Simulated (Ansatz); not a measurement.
## MgH2, singlet: energies of several shapes or isomers

Calculated in Ansatz's Gaussian-basis code. Basis cc-pV(T+d)Z on Mg, cc-pVTZ on H, nonrelativistic, 1 orbital frozen in the corrections; active space CAS(4,6). Restricted Hartree–Fock, then the lowest state-specific CASSCF solution met for each case. On stretched bonds single-reference methods can fail or change state. Solutions in different active orbitals can move differences by tenths of an eV and at times more than 1 eV.

Case A. A bond is stretched, to 2.97 times the sum of the covalent radii.

```xyz
3

Mg    0.0000    0.0000    0.0000
H     0.0000    0.0000    5.1000
H     0.0000    0.0000   -1.7000
```

Case B:

```xyz
3

Mg    0.0000    0.0000    0.0000
H     0.0000    0.0000    1.7000
H     0.0000    0.0000   -1.7000
```

Energy less that of case A, in eV:

```tsv
case	RHF/ROHF	CASSCF
B	-5.355	-2.686
```

(1) What does SC-NEVPT2 give for these differences?

Answers

(1) B: -3.054 eV (-70.4 kcal/mol).
